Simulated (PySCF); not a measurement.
## Li2: energy against distance

Set-up: PySCF, spin-free X2C with a Gaussian nucleus, basis sets Li x2c-TZVPPall. Energies in eV from Li + Li in their ground configurations at the same level. State: ¹Σg⁺ (singlet), closed shell.

All columns are PBE0.

| R (Å) | E (eV) | HOMO (eV) | LUMO (eV) | Mayer bond order | ⟨S²⟩ |
| --- | --- | --- | --- | --- | --- |
| 2.352 | -0.684 | -3.92 | -1.17 | 1.00 | 0.00 |
| 2.462 | -0.759 | -3.88 | -1.21 | 1.00 | 0.00 |
| 2.571 | -0.804 | -3.84 | -1.25 | 1.00 | 0.00 |
| 2.653 | -0.821 | -3.81 | -1.28 | 1.00 | 0.00 |
| 2.735 | -0.826 | -3.79 | -1.31 | 1.00 | 0.00 |
| 2.817 | -0.822 | -3.76 | -1.35 | 1.00 | 0.00 |
| 2.926 | -0.803 | -3.73 | -1.39 | 1.00 | 0.00 |
| 3.063 | -0.763 | -3.69 | -1.45 | 1.00 | 0.00 |
| 3.227 | -0.697 | -3.65 | -1.53 | 1.00 | 0.00 |
| 3.446 | -0.591 | -3.61 | -1.63 | 1.00 | 0.00 |

Closed-shell solutions of metal pairs were not tested for spin polarisation, which can lower them a little.
